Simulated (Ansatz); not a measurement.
**Si₂ (singlet): wave-function methods side by side at distance Si1–Si2 = 2.021 Å, cc-pVDZ**

Aim: climb from Hartree-Fock through coupled cluster and multireference methods for Si₂ (singlet) at one geometry and basis, and see what each rung misses.

Computed with Ansatz 0.2.0, Gaussian basis. Level: cc-pVDZ, core rule «outside noble gas», up to 10 orbitals frozen.

Plan: UHF; CCSD(T) on RHF; CCSD(T) on UHF; BCCD(T) on RHF; CISD; CCSDT(Q) on RHF; CCSDT(Q) on UHF; CCSDTQ on RHF; CASSCF and MRCISD+Q, 2 electrons in 2 orbitals; CASSCF and NEVPT2, 2 electrons in 2 orbitals; CASSCF and MRCISD+Q, 8 electrons in 8 orbitals; CASSCF and NEVPT2, 8 electrons in 8 orbitals.

25 further runs of the same task are left out: 1 for a known fault of the program, 16 that didn't finish, 8 set aside as unsound or not needed.

### 1 The geometry

The geometry derives from a PBE0/def2-TZVP stationary point (not a proven minimum). One bond is set to the value named and the two fragments are kept rigid.

2 atoms, charge 0, spin multiplicity 1.

Atoms are counted from 1 here; the program's logs count them from 0.

Bond lengths: Si1–Si2 2.021 Å.

### 2 UHF

in.yaml reads:

```yaml
crystal:
  periodic: [false, false, false]
  atoms:
    - {symbol: Si, position_ang: [0.000000, 0.000000, 0.000000]}
    - {symbol: Si, position_ang: [0.000000, 0.000000, 2.021000]}
basis:
  gaussian: {orbitals: cc-pVDZ}
magnetization: {spin_polarized: true, initial_magnetization: 0}
hamiltonian: {xc: hf}
output: {orbitals: {seedname: orbitals}}
```

Run with:

```bash
$ ansatz run in.yaml --threads 1 --pin off --events-out ev --progress --plain --max-ram 2393MiB
```

Further steps of the session: CCSD(T) on RHF; CCSD(T) on UHF; BCCD(T) on RHF; CISD; CCSDT(Q) on RHF; CCSDT(Q) on UHF; CCSDTQ on RHF; CASSCF and MRCISD+Q, 2 electrons in 2 orbitals; CASSCF and NEVPT2, 2 electrons in 2 orbitals; CASSCF and MRCISD+Q, 8 electrons in 8 orbitals; CASSCF and NEVPT2, 8 electrons in 8 orbitals.

**Question.** What will the summary of the whole plan be? Wanted: RCCSDTQ below the RHF energy; RMP2 from RCCSDTQ; RCCSD from RCCSDTQ; RCCSD(T) from RCCSDTQ; RCCSDT(Q) from RCCSDTQ; NEVPT2 valence from RCCSDTQ; MRCISD+Q valence from RCCSDTQ; T1 diagnostic; effectively unpaired electrons.

As calculated:

| quantity | value |
| --- | --- |
| RCCSDTQ below the RHF energy | -5.6090 eV |
| RMP2 from RCCSDTQ | +1058.3 meV |
| RCCSD from RCCSDTQ | +541.5 meV |
| RCCSD(T) from RCCSDTQ | +83.8 meV |
| RCCSDT(Q) from RCCSDTQ | -8.0 meV |
| NEVPT2 valence from RCCSDTQ | +715.3 meV |
| MRCISD+Q valence from RCCSDTQ | +8.3 meV |
| levels within 1 kcal/mol (43 meV) | RCCSDT(Q), MRCISD+Q valence |
| T1 diagnostic | 0.030 |
| effectively unpaired electrons | 0.43 |

In words: RCCSD(T) misses by +83.8 meV, 1.5 % of the correlation energy. The occupations show some static correlation. Of the multireference levels listed MRCISD+Q valence comes nearest in total energy (+8.3 meV), which doesn't show that its space is the better one. Coupled cluster took another determinant than the lowest Hartree-Fock one. These misses are within one basis, not against nature.
